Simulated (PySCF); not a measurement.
## SiH₂: from structure and modes to constants

These are results of PBE0/[Si def2-TZVP, H def2-TZVP], no relativity, density fitting, PySCF, not measurements.

The singlet minimum has C2v symmetry. Masses (u): Si 27.97693, H 1.00782.

```xyz
3
charge 0 multiplicity 1, angstrom
Si    0.0000    0.0000   -0.0722
H     1.0895    0.0000    0.9958
H    -1.0895    0.0000    0.9958
```

Harmonic wavenumbers (cm⁻¹): 1010.8 (a1, ×1), 2047.8 (a1, ×1), 2051.1 (b2, ×1).

(1) Find the principal moments of inertia and the rotational constants. What kind of rotor is it?

(2) What is the harmonic zero-point energy?

(3) Find the vibrational entropy and heat capacity at 298.15 K.

(4) Give the standard entropy (298.15 K, 1 bar) by its translational, rotational, vibrational and spin parts, and Cp.

Results:

(1) About the centre of mass I = 2.1446, 2.3925, 4.5371 u Å². With B = 16.8576/I this gives 7.861, 7.046, 3.716 cm⁻¹. The molecule is an asymmetric top with κ = 0.61.

(2) Half the sum of all 3 wavenumbers, 5110/2 = 2555 cm⁻¹, which is 30.6 kJ/mol (1 cm⁻¹ = 0.0119627 kJ/mol).

(3) With u = 1.43878 ω/T, each mode gives S = R[u/(eᵘ−1) − ln(1−e⁻ᵘ)] and C = R u² eᵘ/(eᵘ−1)².
```tsv
ω (cm⁻¹)	u	S (J/(mol K))	C (J/(mol K))
1010.8	4.878	0.37	1.53
2047.8	9.882	0.00	0.04
2051.1	9.898	0.00	0.04
```
The sums over all modes are S = 0.4 and C = 1.6 J/(mol K); the softest mode gives 98 % of the entropy.

(4) Sackur–Tetrode with M = 29.99 u gives 151.3; rotation with symmetry number 2 gives 55.8; vibration 0.4; spin R ln 1 = 0.0. The total is 207.5 J/(mol K), and Cp = 4 R + 1.6 = 34.9 J/(mol K).
